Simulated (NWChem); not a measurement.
**Correlation energy of Si2**

```xyz
2

Si     0.0000     0.0000     1.0766
Si     0.0000     0.0000    -1.0766
```
Charge 0, spin multiplicity 3.

The numbers come from NWChem runs, not from measurements. All single points use one geometry, from UPBE0/def2-SVP, a minimum by its harmonic frequencies.

Basis set: def2-SVP. Each correlation energy counts from its own Hartree-Fock reference.

The correlated methods keep 10 core orbitals frozen. This spin state was chosen for the runs; another may lie lower. The structure started from a generated list of species. The unpaired electrons of the parent sit in orbitals of symmetry ag and b2u (D2h labels of the run); other states weren't searched. The stability of the SCF solutions was not checked. Open-shell Hartree-Fock references start from PBE0 orbitals. Coupled-cluster values serve here as a point of comparison, not as the truth.

| method | correlation energy (mHa) |
|---|---|
| CCSD[T] on ROHF | … |
| SCS-UMP2 | … |
| CCSD on ROHF | … |
| UMP2 | -145.2 |
| CCSD on UHF | -172.2 |
| CCSDT on ROHF | -189.8 |
| CCSD[T] on UHF | … |
| CCSD(T) on UHF | -183.2 |
| CCSD(T) on ROHF | -189.1 |

Question: What belongs in the gaps?

Answer: 
- CCSD[T] on ROHF, correlation energy (mHa): -189.5
- SCS-UMP2, correlation energy (mHa): -144.3
- CCSD on ROHF, correlation energy (mHa): -177.0
- CCSD[T] on UHF, correlation energy (mHa): -183.8
